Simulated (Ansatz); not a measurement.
# BClH3: the cost of one run

Method: UKS B3LYP-D4/def2-mTZVP, in Ansatz 0.2.0.

**1. The starting structure**

Bond lengths: B1–Cl2 2.110 Å, B1–H3 1.190 Å, B1–H4 1.190 Å. Angles: Cl2–B1–H3 120.0°, Cl2–B1–H4 120.0°, H3–B1–H4 120.0°.

Coordinates:

```xyz
5

B     0.0000    0.0000    0.0000
Cl    0.0000    0.0000    2.1100
H     1.0305    0.0000   -0.5950
H    -1.0305    0.0000   -0.5950
H     0.0000    0.0000    3.7800
```

**2. A restrained relaxation towards end A**

Springs on the bonds that form and break draw the guess towards this end; the thresholds are loose.

input.yaml reads:

```yaml
crystal:
  periodic: [false, false, false]
  atoms:
    - { symbol: B, position_ang: [0.0, 0.0, 0.0] }
    - { symbol: Cl, position_ang: [0.0, 0.0, 2.11] }
    - { symbol: H, position_ang: [1.0305, 0.0, -0.595] }
    - { symbol: H, position_ang: [-1.0305, 0.0, -0.595] }
    - { symbol: H, position_ang: [0.0, 0.0, 3.78] }
magnetization:
  spin_polarized: true
  initial_magnetization: 1
basis:
  gaussian: { orbitals: def2-mTZVP }
hamiltonian:
  xc: b3lyp
  dispersion: d4
relax:
  f_tol: 0.15
  max_steps: 25
  restrain:
    - { distance: [1, 4], at: 2.57, k: 30.0 }
    - { distance: [0, 1], at: 1.86, k: 30.0 }
```

On the command line:

```
$ ansatz run input.yaml --threads 1 --pin off --max-ram 2048MiB --backend cpu --events-out ev --progress --plain --runs-dir out
```

Q: Estimate wall time and peak memory on 1 thread of Arm Neoverse V2, shared host.

About 7.9 s, with a peak of 0.11 GiB.
